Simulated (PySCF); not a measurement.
C3H6P2.
Cartesian coordinates in Å at the GFN2-xTB level; atoms count from 1:
```xyz
11
C3H6P2 angstrom
C     -2.1510    0.4498   -0.0623
C     -0.8367    0.2174   -0.0491
C     -0.2445   -0.9809   -0.5530
P      1.3942   -1.3675   -0.6865
P      2.3564    0.4015    0.1303
H     -2.8443   -0.2639   -0.4768
H     -2.5716    1.3586    0.3317
H     -0.1585    0.9589    0.3628
H     -0.9342   -1.7354   -0.9150
H      3.6283   -0.1195   -0.0955
H      2.3673    1.0836   -1.0880
```

Vertical excitations from PySCF (density fitting, frozen core in the response, grid level 2 and gas phase unless stated; continuum runs use non-equilibrium linear response for the excitations) on a GFN2-xTB geometry. Reference run:

| settings | S1, eV (f) | S2, eV (f) | S3, eV (f) | S4, eV (f) | S5, eV (f) | S6, eV (f) | T1, eV (Tamm–Dancoff) | mean α (au) |
| --- | --- | --- | --- | --- | --- | --- | --- | --- |
| B3LYP/def2-SVPD, full TDDFT, 8 singlets | 3.45 (0.031) | 4.34 (0.405) | 5.42 (0.039) | 5.50 (0.027) | 5.77 (0.041) | 5.92 (0.004) | 2.09 | 100.2 |

Q: What do these settings give: PBE0/def2-SVPD, full TDDFT, 6 singlets?

A: 
| settings | S1, eV (f) | S2, eV (f) | S3, eV (f) | S4, eV (f) | S5, eV (f) | S6, eV (f) | T1, eV (Tamm–Dancoff) | mean α (au) |
| --- | --- | --- | --- | --- | --- | --- | --- | --- |
| PBE0/def2-SVPD, full TDDFT, 6 singlets | 3.52 (0.032) | 4.39 (0.410) | 5.54 (0.046) | 5.62 (0.030) | 5.90 (0.029) | 6.05 (0.027) | 2.02 | 99.5 |

S1 moves by +0.07 eV (PBE0 has 25 % exact exchange, B3LYP 20 % exact exchange). States are counted by energy in each run and needn't keep their character from row to row.

Q: Give the leading configurations of S1 (H = HOMO, L = LUMO) and the HOMO–LUMO gap of each run.

A: 
```
                               settings  S1 configurations (weight)  S1 (eV)  orbital gap (eV)  S1 − gap (eV)
B3LYP/def2-SVPD, full TDDFT, 8 singlets        H−1→L 0.56, H→L 0.43     3.45              3.99          -0.54
 PBE0/def2-SVPD, full TDDFT, 6 singlets        H−1→L 0.56, H→L 0.43     3.52              4.33          -0.81
```

One conformer stands for the species.
